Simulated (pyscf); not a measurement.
Thermochemistry of product channels of `[F][W]([F])([F])([F])=[S]` + `[H][H]` on the singlet surface, in kJ/mol, from ωB97M-D3(BJ)/def2-TZVP energies (ideal gas, 1 atm, RRHO with modes under 100 cm⁻¹ raised to 100, one conformer, R ln 2 for chiral ones without a mode under 150 cm⁻¹). Single points on ωB97X-D3(BJ)/def2-SVP structures (PySCF, gas phase).

```json
[
 {"products": "`[F][WH]([F])([F])=[S]` + `[FH]`", "ΔE": "+107.0", "ΔH(298 K)": "+117.9", "ΔG(298 K)": "+106.2", "ΔG(1200 K)": "…"},
 {"products": "`[F][WH]([F])([F])([F])[SH]`", "ΔE": "…", "ΔH(298 K)": "+84.7", "ΔG(298 K)": "+115.8", "ΔG(1200 K)": "+213.4"}
]
```

**Question.** What belongs in the gaps?

**Answer.** 
- `[F][WH]([F])([F])=[S]` + `[FH]`, ΔG(1200 K): +78.1
- `[F][WH]([F])([F])([F])[SH]`, ΔE: +71.9

These are energies of the channels, which say nothing of barriers. Elements past Kr carry the def2 core potentials, without spin-orbit coupling.
